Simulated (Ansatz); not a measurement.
Species: C$_{4}$H$_{4}$N, net charge -1, singlet state. It need not be the lowest isomer of its formula. Whether it binds its extra electron was not tested at this geometry. 
Structure (B3LYP-D3(BJ)/def2-TZVP (Ansatz, an electronic-structure program) minimum search):
SMILES: [c-]1cc[nH]c1
```xyz
9

H      0.0112    -0.0229     2.1001
N      0.0055     0.0070     1.0924
C     -0.0158     1.1416     0.2659
C      0.0180    -1.1016     0.2798
C     -0.0178     0.8103    -1.0769
C      0.0044    -0.6398    -1.0236
H     -0.0279     2.1106     0.7566
H      0.0353    -2.0964     0.7096
H      0.0099    -1.3035    -1.8842
```
Charge -1, spin multiplicity 1.

Parts of the frozen-core correlation energy in 6-31G (Ansatz, hartree). Frozen orbitals: 5; correlated occupied orbitals by spin: 13 and 13; virtual: 35 and 35. Spin-orbit coupling is left out. Non-relativistic.

| term | value |
|---|---|
| reference (HF) | -208.02505 |
| MP2 opposite-spin | -0.34303 |
| MP2 same-spin | … |
| CCSD correlation | … |
| (T) | … |
| T1 diagnostic | 0.015 |
| largest doubles amplitude | 0.081 |

Q: Some entries are withheld; supply them.

A: 
- MP2 same-spin, value: -0.11675
- CCSD correlation, value: -0.48969
- (T), value: -0.01867
